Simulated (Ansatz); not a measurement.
Start from `CC1(F)OCO1` and change one atom or group to get `FC1OCO1`.

Ansatz, PBE0-D4/def2-TZVP geometries, multiplicity 1. 

```csv
property,`CC1(F)OCO1`
LUMO energy (ωB97M-V/def2-TZVPP) / eV,2.88
HOMO–LUMO gap (B3LYP/def2-TZVPP) / eV,9.15
HOMO–LUMO gap (ωB97M-V/def2-TZVPP) / eV,13.63
LUMO energy (PBE0/def2-TZVPP) / eV,1.34
LUMO energy (B3LYP/def2-TZVPP) / eV,1.01
LUMO energy (PBE/def2-TZVPP) / eV,0.21
```

(1) What does the change do to each property? (An estimate is asked.)

## Answers

(1) Computed: 
| property | `FC1OCO1` | shift |
| --- | --- | --- |
| LUMO energy (ωB97M-V/def2-TZVPP) / eV | 3.02 | 0.14 |
| HOMO–LUMO gap (B3LYP/def2-TZVPP) / eV | 9.11 | -0.04 |
| HOMO–LUMO gap (ωB97M-V/def2-TZVPP) / eV | 14.00 | 0.37 |
| LUMO energy (PBE0/def2-TZVPP) / eV | 1.08 | -0.26 |
| LUMO energy (B3LYP/def2-TZVPP) / eV | 0.74 | -0.27 |
| LUMO energy (PBE/def2-TZVPP) / eV | -0.06 | -0.27 |

B3LYP here is the variant with VWN-RPA as its local correlation; programs differ in this.
